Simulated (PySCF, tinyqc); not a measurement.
CID on RHF in the sto-6g basis, for HF, spin multiplicity 1, step by step. The lowest restricted solution is unstable here: a spin-polarised one lies 0.0513 hartree lower (PySCF). One step of it, computed by the program tinyqc.

Question. CID: roots. Diagonalise (each vector has its largest component positive (the first on a tie)); all determinants have Ms = 0, so triplets appear too. The lowest singlet root is the correlation energy.

Occupation strings over the orbitals (2 doubly, a alpha, b beta, 0 empty; spin orbitals ordered 1a 1b 2a 2b ...): 222220 222202 2a22b2 a222b2 222022 220222 2b22a2 202222 ab2222 b222a2 ba2222 022222

H - E(HF) between determinants (hartree), order 222220, 222202, 2a22b2, a222b2, 222022, 220222, 2b22a2, 202222, ab2222, b222a2, ba2222, 022222:
```
[[0.000000, 0.260496, -0.024132, 0.003273, 0.027495, 0.027495, 0.024132, 0.090662, -0.019569, -0.003273, 0.019569, 0.017922],
 [0.260496, 0.612811, 0.047719, 0.018804, 0.031340, 0.031340, -0.047719, 0.120553, -0.020541, -0.018804, 0.020541, 0.016275],
 [-0.024132, 0.047719, 1.478909, 0.028101, 0.019017, 0.019017, -0.120553, 0.085014, 0.003492, -0.020541, 0.013777, 0.011027],
 [0.003273, 0.018804, 0.028101, 26.064537, 0.004645, 0.004645, -0.020541, -0.003492, -0.134522, -0.016275, 0.011027, -0.051115],
 [0.027495, 0.031340, 0.019017, 0.004645, 0.705624, 0.053789, -0.019017, 0.192598, -0.040403, -0.004645, 0.040403, 0.030338],
 [0.027495, 0.031340, 0.019017, 0.004645, 0.053789, 0.705624, -0.019017, 0.192598, -0.040403, -0.004645, 0.040403, 0.030338],
 [0.024132, -0.047719, -0.120553, -0.020541, -0.019017, -0.019017, 1.478909, -0.085014, 0.013777, 0.028101, 0.003492, -0.011027],
 [0.090662, 0.120553, 0.085014, -0.003492, 0.192598, 0.192598, -0.085014, 2.554058, -0.010537, 0.003492, 0.010537, 0.087474],
 [-0.019569, -0.020541, 0.003492, -0.134522, -0.040403, -0.040403, 0.013777, -0.010537, 27.333531, 0.011027, -0.087474, 0.504927],
 [-0.003273, -0.018804, -0.020541, -0.016275, -0.004645, -0.004645, 0.028101, 0.003492, 0.011027, 26.064537, -0.134522, 0.051115],
 [0.019569, 0.020541, 0.013777, 0.011027, 0.040403, 0.040403, 0.003492, 0.010537, -0.087474, -0.134522, 27.333531, -0.504927],
 [0.017922, 0.016275, 0.011027, -0.051115, 0.030338, 0.030338, -0.011027, 0.087474, 0.504927, 0.051115, -0.504927, 55.850417]]
```

Give: lowest roots of this matrix, relative to E(HF); lowest vectors; <S^2> of these roots; weight of the ground state by excitation level 0, 1, 2, ....

Answer.

lowest roots of this matrix, relative to E(HF) (hartree): [-0.0988, 0.6518, 0.6724, 0.7407, 1.3583, 1.5879, 2.6229, 26.0357]

lowest vectors, order 222220, 222202, 2a22b2, a222b2, 222022, 220222, 2b22a2, 202222, ab2222, b222a2, ba2222, 022222:
```
[[0.9384, 0.0000, 0.2707, 0.2095],
 [-0.3427, 0.0000, 0.7731, 0.5268],
 [0.0241, 0.0000, -0.0181, -0.0324],
 [0.0001, 0.0000, -0.0004, -0.0006],
 [-0.0150, 0.7071, -0.4049, 0.5700],
 [-0.0150, -0.7071, -0.4049, 0.5700],
 [-0.0241, 0.0000, 0.0181, 0.0324],
 [-0.0159, 0.0000, 0.0219, -0.1635],
 [0.0004, 0.0000, -0.0004, 0.0022],
 [-0.0001, 0.0000, 0.0004, 0.0006],
 [-0.0004, 0.0000, 0.0004, -0.0022],
 [-0.0002, 0.0000, 0.0001, -0.0006]]
```

<S^2> of these roots: [0.0000, 0.0000, 0.0000, 0.0000, 2.0000, 0.0000, 0.0000, 2.0000]

weight of the ground state by excitation level 0, 1, 2, ...: [0.8807, 0.0000, 0.1193]

The reference has a weight of only 0.88: one determinant is a poor start here.
